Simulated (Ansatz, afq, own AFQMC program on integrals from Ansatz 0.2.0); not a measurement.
Two steps: Ansatz 0.2.0 writes the Fock matrix and Cholesky factors of the valence space, and afq projects on them the lowest state that overlaps trial and start.

```yaml
crystal:
  periodic: [false, false, false]
  atoms:
    - {symbol: C, position_ang: [0.000000, 0.000000, 0.000000]}
    - {symbol: H, position_ang: [0.364650, 0.749992, 0.747980]}
    - {symbol: H, position_ang: [-0.374199, -0.745045, 0.748208]}
    - {symbol: H, position_ang: [-0.362222, 0.746225, -0.752912]}
    - {symbol: H, position_ang: [0.371770, -0.751172, -0.743276]}
basis:
  gaussian: {orbitals: cc-pVDZ}
total_charge: 1
magnetization: {spin_polarized: true, initial_magnetization: 1}
correlation: {method: ccsd_t, electrons: outside_noble_gas, hamiltonian_folder: ham}
```

```sh
$ ansatz run in.yaml --threads 1 --pin off --events-out ev --progress --plain --max-ram 1843MiB
```

Options of the walk:

```
--method phaseless --trial cisd --walkers 60 --populations 1 --least-time 40 --time-step 0.005 --steps-per-block 50 --equilibration-blocks 28 --max-blocks 300 --target-error 0.00032 --factor-cut 1e-05 --start spin_pure --seed 4833 --release-times 0.24,0.51,0.99,1.62,2.4 --release-step 0.03 --release-every 4 --taylor-order 6
```

Times are imaginary, in 1/Eh. The walk had a cap of 689 s.

Log:

```
orbitals 33  electrons 4 3  factors 259 of 301
reference energy -39.76112717 Eh
CCSD correlation -0.15809439 Eh in 9 cycles, weight of the determinant in the CISD state 0.9358
energy of the start -39.919110 Eh
 block  time / (1/Eh)  mean weight  energy / Eh
     1     0.250  1.0016  -39.918522
     2     0.500  0.9997  -39.919352
     3     0.750  1.0030  -39.920604
     4     1.000  0.9989  -39.921236
     5     1.250  1.0000  -39.920943
     7     1.750  1.0012  -39.922448
     9     2.250  1.0002  -39.924443
    13     3.250  0.9999  -39.922387
    21     5.250  1.0002  -39.923969
    29     7.250  0.9994  -39.925405
    37     9.250  1.0011  -39.920527
    41    10.250  0.9970  -39.920379
    45    11.250  1.0017  -39.920992
    53    13.250  0.9979  -39.923821
    61    15.250  1.0000  -39.921370
    69    17.250  1.0016  -39.922622
    77    19.250  0.9989  -39.922195
    85    21.250  0.9995  -39.925405
    93    23.250  0.9998  -39.923169
   101    25.250  0.9957  -39.922119
   109    27.250  1.0002  -39.923286
   117    29.250  1.0000  -39.922491
   125    31.250  0.9984  -39.920777
   133    33.250  1.0000  -39.922759
   141    35.250  0.9989  -39.926877
   149    37.250  0.9984  -39.923741
   157    39.250  1.0012  -39.926174
   165    41.250  0.9993  -39.921182
   173    43.250  0.9998  -39.922331
   181    45.250  1.0007  -39.928223
   185    46.250  1.0010  -39.922362
blocks merged  error / Eh  count
     1  0.000148  160
     2  0.000187  80
     4  0.000232  40
     8  0.000277  20
    16  0.000337  10
released: time / (1/Eh)  energy / Eh  error  mean overlap
  0.24  -39.922987  0.000192  1.0002
  0.51  -39.923181  0.000178  1.0004
  0.99  -39.923274  0.000249  1.0047
  1.62  -39.922900  0.000224  1.0242
  2.40  -39.923238  0.000251  1.0228
energy -39.922917 +/- 0.000277 Eh
(rows thinned)
```

The run passed its tests (sampling time, drift between the halves within three errors, error under three times the target), which doesn't prove that it has relaxed.

Against this walk (error 7.5 meV) on the same determinant: CCSD(T) 10.9 meV higher (within the noise), CCSDT(Q) 7.4 meV lower (within the noise). The error is statistical and leaves out the bias of the constraint. Released to 2.40 1/Eh the energy moves by -9 ± 10 meV (both errors), within twice the noise.

Cautions: constraint bias not in the error.

The walk took 2.3 min on 1 thread of Arm Neoverse V1, with other jobs on the host. The log's last line is the phaseless energy.

CCSDT and higher add their correlation energy to the determinant of the CCSD(T) run, since their own runs factorise the integrals more tightly (a shift of under 2 meV). A walk keeps the symmetry of its determinant, which the program's search chose and which needn't be the lowest solution, so a lower state of the same spin and another symmetry isn't excluded.
